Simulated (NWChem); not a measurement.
Correlation energy of Na

SMILES: [Na]
```xyz
1

Na     0.0000     0.0000     0.0000
```
Charge 0, spin multiplicity 2.

The numbers come from NWChem runs, not from measurements.

Basis set: def2-QZVP. Each correlation energy counts from its own Hartree-Fock reference.

| method | correlation energy (mHa) |
|---|---|
| UMP2 | -138.9 |
| SCS-UMP2 | -133.3 |
| CCSD on UHF | -144.5 |
| CCSD[T] on UHF | -146.7 |
| CCSD(T) on UHF | -146.5 |
| CCSD on ROHF | -144.6 |
| CCSD[T] on ROHF | -146.7 |
| CCSD(T) on ROHF | -146.5 |

The values span 13.4 mHa, from CCSD[T] on ROHF (lowest) to SCS-UMP2 (highest). 

The correlated methods keep 1 core orbital frozen. The stability of the SCF solutions was not checked. Open-shell Hartree-Fock references start from PBE0 orbitals. Coupled-cluster values serve here as a point of comparison, not as the truth.
